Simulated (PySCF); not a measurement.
Magnetisability: SMILES NB[SiH2-], [BH$_{5}$NSi]-, charge -1

Molfile (atoms numbered from 1):
```
BH5NSi
     RDKit          3D

  8  7  0  0  0  0  0  0  0  0999 V2000
   -1.3733   -0.1083   -0.1519 N   0  0  0  0  0  0  0  0  0  0  0  0
   -0.1043   -0.4708    0.3803 B   0  0  0  0  0  0  0  0  0  0  0  0
    1.4925    0.7437    0.4265 Si  0  0  0  0  0  3  0  0  0  0  0  0
   -2.2266   -0.6350   -0.0157 H   0  0  0  0  0  0  0  0  0  0  0  0
   -1.5042    0.7572   -0.6601 H   0  0  0  0  0  0  0  0  0  0  0  0
   -0.1348   -1.5541    0.9727 H   0  0  0  0  0  0  0  0  0  0  0  0
    2.5836   -0.2299   -0.0670 H   0  0  0  0  0  0  0  0  0  0  0  0
    1.2779    1.5054   -0.9087 H   0  0  0  0  0  0  0  0  0  0  0  0
  1  2  1  0
  2  3  1  0
  1  4  1  0
  1  5  1  0
  2  6  1  0
  3  7  1  0
  3  8  1  0
M  CHG  1   3  -1
M  END
```

Level of theory: GIAO CAM-B3LYP/aug-pcSseg-1 magnetisability, rotational g tensor and spin-rotation constants, non-relativistic, gas phase in PySCF 2.14.0. Geometry: PBE0-D3(BJ)/def2-SVP.

For an ion the centre-of-mass motion in the field is neglected.

Task: How diamagnetic is it, and how anisotropic?

Result: Isotropic -815 × 10⁻³⁰ J/T², or -49.1 × 10⁻⁶ cm³/mol; principal values -901, -803, -740 × 10⁻³⁰ J/T², anisotropy 141 × 10⁻³⁰ J/T² (root of half the summed squared differences of the principal values). The susceptibility is in cgs units.

Task: Split it along the inertial axes a, b, c into diamagnetic and paramagnetic parts about the centre of mass, with the quadrupole moment.

Result: 
| axis | χ (10⁻⁶ cm³/mol) | diamagnetic (10⁻⁶ cm³/mol) | paramagnetic (10⁻⁶ cm³/mol) | summed x² of all electrons (Å²) | quadrupole Θ (D Å) |
| --- | --- | --- | --- | --- | --- |
| a | -50.6 | -116.9 | 66.3 | 71.6 | -4.82 |
| b | -44.9 | -347.0 | 302.1 | 17.3 | +5.21 |
| c | -51.6 | -377.1 | 325.5 | 10.2 | -0.39 |

Anisotropies 2χaa − χbb − χcc = -4.8 and 2χbb − χaa − χcc = +12.5 × 10⁻⁶ cm³/mol. Θ is traceless in Buckingham's convention.

Task: And the rotational g tensor?

Result: 
```csv
axis,rotational constant (GHz),g,nuclear part,electronic part
a,35.9679,-0.3098,0.8105,-1.1203
b,4.5498,-0.0641,0.5817,-0.6458
c,4.1599,-0.0390,0.5971,-0.6361
```
Asymmetric top; isotopes 11B, 1H, 14N, 28Si; no vibrational averaging.
